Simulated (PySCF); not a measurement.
Simulated outer-valence photoelectron spectrum of `c1c(Cl)ocp1`. Method: EOM-IP-CCSD/aug-cc-pVDZ in PySCF, restricted Hartree–Fock reference, 14 core orbitals frozen, non-relativistic, gas phase, PBE0-D3(BJ)/def2-SVP geometry.

Each root has a Gaussian of 0.8 eV full width with its one-hole share as area; cross sections and vibrations are left out, and the highest printed point is 100.

```tsv
ionisation energy (eV)	intensity
7.8	0
8.0	1
8.2	4
8.4	13
8.6	29
8.8	46
9.0	51
9.2	40
9.4	25
9.6	19
9.8	30
10.0	52
10.2	73
10.4	82
10.6	75
10.8	55
11.0	32
11.2	14
11.4	8
11.6	14
11.8	30
12.0	50
12.2	64
12.4	75
12.6	88
12.8	100
13.0	94
13.2	68
13.4	38
13.6	22
13.8	25
14.0	39
14.2	50
14.4	46
14.6	32
14.8	23
15.0	27
15.2	41
15.4	50
15.6	44
15.8	27
16.0	12
16.2	4
16.4	1
16.6	0
```

Problem. Where are the maxima, and how many lines lie under the curve?

Solution. 5 maxima, at 9.0, 10.4, 12.8, 14.3 and 15.4 eV, from 8 lines. At this width some lines have no maximum of their own.

Problem. List the lines with their holes.

Solution. 
```
E (eV)  leading hole (HF orbital)  area  Koopmans (eV)
  8.96                       HOMO  0.96           8.93
 10.20                     HOMO-1  0.95          10.75
 10.64                     HOMO-2  0.94          11.48
 12.16                     HOMO-3  0.95          13.26
 12.79                     HOMO-4  0.94          13.99
 13.01                     HOMO-5  0.95          14.31
 14.25                     HOMO-6  0.94          16.21
 15.43                     HOMO-7  0.94          16.96
```

The widest gap, 1.52 eV, lies between 10.64 and 12.16 eV. Only orbitals with −ε under 21 eV, eight at most, were ionised, so the high end of the curve may lack lines.

Hardware: one thread, Arm Neoverse V2 (aarch64), shared host with 96 logical CPUs at a one-minute load of 26. Cost: 6.5 min wall, 2.9 GiB resident at most.
